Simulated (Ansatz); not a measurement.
Ideal-gas functions of C2H4F2O, SMILES `COC(F)F` at 600 K and 1 bar, from an Ansatz frequency run at PBE0-D4/def2-TZVP.

Molar mass 82.05 g/mol, point group C1 (symmetry number 1), electronic degeneracy 1, moments of inertia 53.503, 123.13, 163.39 u Å². Harmonic wavenumbers (cm⁻¹, unscaled): 108, 167, 293, 483, 550, 672, 1061, 1087, 1155, 1179, 1202, 1266, 1385, 1402, 1482, 1488, 1505, 3031, 3047, 3109, 3171.

Use S(trans) = R[1.5 ln M + 2.5 ln T − 1.1517]; rotational temperatures θ = 24.2544 K / I; S(rot) = R[ln(√π/σ · √(T³/θAθBθC)) + 1.5]; for each mode x = 1.438777 ν̃/T, S = R[x/(eˣ − 1) − ln(1 − e⁻ˣ)] and H = RT x/(eˣ − 1); 1 cm⁻¹ = 0.0119627 kJ/mol; R = 8.31446 J/(mol·K).

Task: By hand: the entropy, in J/(mol·K).

Result: Translation 178.4. Rotation: θ = 0.4533, 0.197, 0.1484 K, giving 115.0. Vibration, mode by mode: 19.57, 15.98, 11.42, 7.54, 6.59, 5.19, 2.48, 2.36, 2.08, 1.99, 1.90, 1.68, 1.34, 1.30, 1.11, 1.10, 1.06, 0.05, 0.05, 0.04, 0.04, in all 84.9. Electronic 0.0. Sum 378.3 J/(mol·K).

Task: By hand: H − E and G − E in kJ/mol, counted from the electronic energy.

Result: Zero-point energy ½ × 28843 × 0.0119627 = 172.5; thermal vibration 27.3; translation, rotation and pV give 4 RT = 20.0. H − E = 219.8 kJ/mol, and G − E = 219.8 − 600 × 378.3/1000 = -7.2 kJ/mol.

Vibration gives 22 % of the entropy, 19.6 J/(mol·K) of it from the mode under 150 cm⁻¹: soft modes count most, and the harmonic formula is weakest for them. The sum counts one conformer and one mirror image; others add a mixing term.
